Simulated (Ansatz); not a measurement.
# How well does each level of theory give the direct gap at Γ of rock-salt AgCl?

Reference value: 5.15 eV (measured, temperature not stated, no zero-point or thermal correction; as tabulated in Peralta et al. (2006), doi:10.1103/physrevb.74.073101).

Put these levels in order of the direct gap at Γ that they give for rock-salt AgCl, smallest first: HSE06+SOC (Ansatz, a first-principles code), Hartree–Fock (Ansatz), LDA (Ansatz), PBE (Ansatz), r²SCAN+SOC (Ansatz).

LDA (2.91 eV), PBE (3.22 eV), r²SCAN+SOC (3.67 eV), HSE06+SOC (4.57 eV), Hartree–Fock (12.38 eV)

Differences against the reference: LDA -2.24 eV, PBE -1.93 eV, r²SCAN+SOC -1.48 eV, HSE06+SOC -0.58 eV, Hartree–Fock +7.23 eV.

Density-functional values are differences of (generalised) Kohn–Sham levels of a static lattice; semilocal ones lie below quasiparticle gaps as a rule. Measured values hold zero-point and thermal shifts unless a correction is named. Spin–orbit coupling is included only where a level's name says +SOC; with heavier elements it mostly lowers gaps and can invert bands.  Values are at the measured cell. Cutoffs and k meshes differ between the levels. Ansatz's density-functional and Hartree–Fock values are scalar-relativistic unless marked +SOC, with PAW data made under PBE.

Differences are worked out from the printed values.
